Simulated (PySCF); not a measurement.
A species of formula C4H4F2 has this rotational fingerprint, computed with PBE0-D3(BJ)/def2-SVP geometry optimisation, gas phase (PySCF):

* Rotational constants: A = 6469, B = 2301, C = 1736 MHz
* Dipole components: |μa| = 0.25 D, |μb| = 2.11 D, |μc| = 0.00 D
* Inertial defect: -6.63 u·Å²
* κ: -0.76

Problem. Which candidate fits, each taken in the one conformer that was computed?
A. `F[C@@H]1C=C[C@H]1F`
B. `C[C@@]1(F)C=C1F`
C. `[F:1][CH2:2][C:3]1=[C:4]([F:5])[CH2:6]1` with F1–C2–C3–C4 -2°
D. `FCC#CCF`
E. `FC1=C(F)CC1`
F. `[F:1][CH:2]([F:3])[CH:4]1[CH:5]=[CH:6]1` with F1–C2–C4–C5 -151°

Solution. C. It is FCC1=C(F)C1, an asymmetric top, point group Cs. The candidates at the same level (rigid rotor, commonest isotopes):

```tsv
SMILES	A (MHz)	B (MHz)	C (MHz)	μa (D)	μb (D)	μc (D)	Δ (u·Å²)	point group	rotor
F[C@@H]1C=C[C@H]1F	5677	3414	2356	0.00	1.80	0.00	-22.53	C2	asymmetric top
FCC#CCF	15973	1177	1170	0.00	0.00	1.83	-29.27	C2	near-prolate asymmetric top
FCC1=C(F)C1	6469	2301	1736	0.25	2.11	0.00	-6.63	Cs	asymmetric top
C[C@@]1(F)C=C1F	5915	2673	2506	0.01	1.52	1.19	-72.90	C1	near-prolate asymmetric top
FC1=C(F)CC1	4873	3811	2199	0.00	2.05	0.00	-6.52	C2v	asymmetric top
FC(F)C1C=C1	7352	2699	2115	2.68	0.00	0.71	-16.98	Cs	asymmetric top
```

`F[C@@H]1C=C[C@H]1F` has B 48 % too high; `C[C@@]1(F)C=C1F` has C 44 % too high; `FC1=C(F)CC1` has B 66 % too high; `FC(F)C1C=C1` has C 22 % too high; `FCC#CCF` has A 147 % too high. In the right answer the mirror of this Cs structure is the ab plane, so μc vanishes by symmetry (the 0.03 D computed is a residue). No structure here is proved a minimum.
